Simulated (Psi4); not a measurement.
## S2O (Disulfur monoxide): a line through the functionals

The species is S2O (3 atoms), meant as a singlet with charge 0. As SMILES, `O=S=S`. Geometry: relaxed at PBE0-D4/def2-TZVP.

The dipole moment y, in D, basis def2-TZVP; a is the functional's share of exact exchange. Programs: Psi4 1.11.

```
functional  program     a  y (D)
      BLYP     Psi4     0   1.42
      TPSS     Psi4     0   1.33
     TPSSh     Psi4   0.1   1.39
     B3LYP     Psi4   0.2      ?
      PBE0     Psi4  0.25   1.49
     BHLYP     Psi4   0.5   1.70
```

Task: Fit y = c + s·a to the known rows and predict B3LYP.

Result: 
1. Means of the 5 rows: a = 0.1700, y = 1.466.
2. Σ(Δa)² = 0.178, Σ(Δa·Δy) = 0.1154, so the slope is 0.1154/0.178 = 0.64831.
3. Intercept: 1.466 − (0.64831) × 0.1700 = 1.356. The largest residual of the fit is 0.064.
4. B3LYP: 1.356 + (0.64831) × 0.2 = 1.49 D.

The run gave 1.54 D, so the prediction is off by -0.05 D, within the largest residual. More exact exchange makes the molecule more polar here. The rows mix families of semi-local functionals, which the line can't see. The measured value is 1.47 D (NIST CCCBDB).
